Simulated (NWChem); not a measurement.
System meant: NH2 anion

Here is an NWChem input.

```
start job
memory heap 200 mb stack 900 mb global 1100 mb
charge -1
geometry units angstroms noautosym nocenter noautoz
  N      0.000000     0.000000     0.136180
  H      0.798499     0.000000    -0.514486
  H     -0.798499     0.000000    -0.514486
end
basis spherical
  * library def2-svp
end
dft
  xc xtpss03 ctpss03
  iterations 150
end
property
  shielding 2 1 2
end
task dft property
```

End of the output:

```
 Vector    8  Occ=0.000000D+00  E= 8.280979D-01
              MO Center= -1.8D-09,  1.6D-11, -1.4D-01, r^2= 1.9D+00
   Bfn.  Coefficient  Atom+Function         Bfn.  Coefficient  Atom+Function
  ----- ------------  ---------------      ----- ------------  ---------------
    15      0.938535  2 H  s                 20     -0.938535  3 H  s
     7     -0.606088  1 N  px                16     -0.592956  2 H  s
    21      0.592956  3 H  s                  4      0.209743  1 N  px
    13      0.112286  1 N  d  1              19     -0.086046  2 H  pz
    24      0.086046  3 H  pz                17      0.029091  2 H  px

 center of mass
 --------------
 x =   0.00000000 y =   0.00000000 z =   0.10262367

 moments of inertia (a.u.)
 ------------------
           2.663940198469           0.000000000000           0.000000000000
           0.000000000000           7.253399760307           0.000000000000
           0.000000000000           0.000000000000           4.589459561838

     Multipole analysis of the density
     ---------------------------------

     L   x y z        total         alpha         beta         nuclear
     -   - - -        -----         -----         ----         -------
     0   0 0 0     -1.000000     -5.000000     -5.000000      9.000000

     1   1 0 0      0.000000      0.000000      0.000000      0.000000
     1   0 1 0     -0.000000     -0.000000     -0.000000      0.000000
     1   0 0 1     -0.492354     -0.174640     -0.174640     -0.143075

     2   2 0 0     -6.671695     -5.612761     -5.612761      4.553826
     2   1 1 0      0.000000      0.000000      0.000000      0.000000
     2   1 0 1     -0.000000     -0.000000     -0.000000      0.000000
     2   0 2 0     -7.655751     -3.827875     -3.827875      0.000000
     2   0 1 1      0.000000      0.000000      0.000000      0.000000
     2   0 0 2     -7.376512     -4.865291     -4.865291      2.354069

          -----------------------------------------
          Chemical Shielding Tensors (GIAO, in ppm)
          -----------------------------------------

 ------------------------------------------------------------------------
  xtpss03: d2 not coded                    0
 ------------------------------------------------------------------------
 ------------------------------------------------------------------------
  current input line :
    19: task dft property
 ------------------------------------------------------------------------
 ------------------------------------------------------------------------
 This error has not yet been assigned to a category
 ------------------------------------------------------------------------
 For more information see the NWChem manual at https://nwchemgit.github.io

0: xtpss03: d2 not coded:Received an Error in Communication
```

Q: Find the fault in this run and fix the input.

A: The program stopped with an error. Cause: this functional's second derivatives, which shieldings need, aren't coded here; the fix takes a hybrid GGA instead. This input runs:
```
start job
memory heap 200 mb stack 900 mb global 1100 mb
charge -1
geometry units angstroms noautosym nocenter noautoz
  N      0.000000     0.000000     0.136180
  H      0.798499     0.000000    -0.514486
  H     -0.798499     0.000000    -0.514486
end
basis spherical
  N library def2-svp
  H library def2-svp
end
dft
  xc pbe0
  iterations 150
end
property
  shielding 2 1 2
end
task dft property
```
It converges to -55.73002 Ha (PBE0/def2-SVP, GIAO).
